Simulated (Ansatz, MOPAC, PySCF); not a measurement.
Molecule: C$_{4}$H$_{5}$ (charge 0, doublet). SMILES: C1[C@]2C[C@@H]12
Coordinates optimised at B3LYP-D3(BJ)/def2-TZVP (Ansatz, a program for electronic structure):
```
C
H 1 1.0785
C 1 1.4428 2 137.10
C 3 1.4829 1 62.56 2 118.15
H 4 1.0839 3 116.64 1 -104.37
H 4 1.0904 5 114.71 3 149.18
C 3 1.4829 1 62.56 2 -118.15
H 7 1.0839 3 116.64 1 104.37
H 7 1.0904 8 114.71 3 -149.18
```
Charge 0, spin multiplicity 2.

Unscaled harmonic wavenumbers (cm⁻¹) in rising order, each level at the stationary point that it reaches from this structure (no distance between atoms moves by over 0.3 Å); the order of modes can differ between levels, and a negative number is imaginary. B3LYP-D3(BJ)/def2-TZVP (PySCF, at the structure above): 379, 681, 725, 725, 901, 927, 1024, 1065, 1066, 1100, 1116, 1124, 1239, 1316, 1492, 1533, 3051, 3054, 3169, 3170, 3211.

AM1 (MOPAC): 418, 776, 791, 863, 949, 952, 1001, 1035, 1079, 1084, 1169, 1175, 1412, 1412, 1500, 1656, 3132, 3133, 3184, 3186, 3337. Zero-point energy 47.5 against 45.8 kcal/mol; where all levels lie over 400 cm⁻¹, the wavenumbers are on average 1.047 times those of B3LYP-D3(BJ)/def2-TZVP.

B3LYP/6-31G* (Ansatz): 377, 699, 732, 743, 904, 938, 1036, 1074, 1077, 1111, 1127, 1136, 1258, 1325, 1517, 1559, 3066, 3066, 3180, 3181, 3223. Zero-point energy 46.2 against 45.8 kcal/mol; where all levels lie over 400 cm⁻¹, the wavenumbers are on average 1.011 times those of B3LYP-D3(BJ)/def2-TZVP.
